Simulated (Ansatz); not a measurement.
Start from `CCCC(=O)O` and change one atom or group to get `CCCC(=O)OC`.

Ansatz, PBE0-D4/def2-TZVP geometries, multiplicity 1. Each molecule was computed in one conformer, which needn't be the lowest.

```
                                        property  `CCCC(=O)O`
           LUMO energy (ωB97M-V/def2-TZVPP) / eV         2.24
              LUMO energy (PBE0/def2-TZVPP) / eV         0.21
              HOMO energy (PBE0/def2-TZVPP) / eV        -7.95
           HOMO–LUMO gap (B3LYP/def2-TZVPP) / eV         7.63
               LUMO energy (PBE/def2-TZVPP) / eV        -0.93
size of the dipole moment (B3LYP/def2-TZVPP) / D         1.91
```

Q: Give the same properties after the change, and the shifts. (Estimate.)

A: The calculation gave: 
```tsv
property	`CCCC(=O)OC`	shift
LUMO energy (ωB97M-V/def2-TZVPP) / eV	2.50	0.26
LUMO energy (PBE0/def2-TZVPP) / eV	0.45	0.24
HOMO energy (PBE0/def2-TZVPP) / eV	-7.93	0.02
HOMO–LUMO gap (B3LYP/def2-TZVPP) / eV	7.83	0.20
LUMO energy (PBE/def2-TZVPP) / eV	-0.70	0.23
size of the dipole moment (B3LYP/def2-TZVPP) / D	1.65	-0.26
```

Dipoles are sizes alone; their direction can turn.

B3LYP here is the variant with VWN-RPA as its local correlation; programs differ in this.
